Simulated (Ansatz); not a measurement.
Wavefunction ladder for C₃H₅NO, SMILES `N#CCCO`

```xyz
10

N     1.347    1.421    2.098
C     0.770    0.647    1.474
C     0.045   -0.302    0.648
C    -0.004    0.140   -0.817
O    -0.656   -0.812   -1.616
H    -0.968   -0.408    1.048
H     0.527   -1.281    0.716
H    -0.472    1.129   -0.889
H     1.012    0.229   -1.203
H    -1.602   -0.763   -1.458
```

Charge 0, multiplicity 1. The geometry is a stationary point of PBE0-D4/def2-TZVP. It is one conformer, not always the lowest. Frozen core, restricted reference, Ansatz 0.2.0. CBS rows extrapolate triple and quadruple zeta; past MP2 they add the triple-zeta difference.

```tsv
basis	HF (Eh)	MP2 corr.
def2-SVP	-245.62280	-0.74251
def2-TZVPP	-245.91286	-0.91675
def2-QZVPP	-245.92371	-0.98030
```

Problem. Estimate the CCSD correlation energy and the (T) correction in each basis where they were run (hartree).

Solution. 
```tsv
basis	CCSD corr.	(T)
def2-SVP	-0.77749	-0.02532
def2-TZVPP	-0.93975	-0.04092
CBS(def2)	-1.05036	as TZ
```
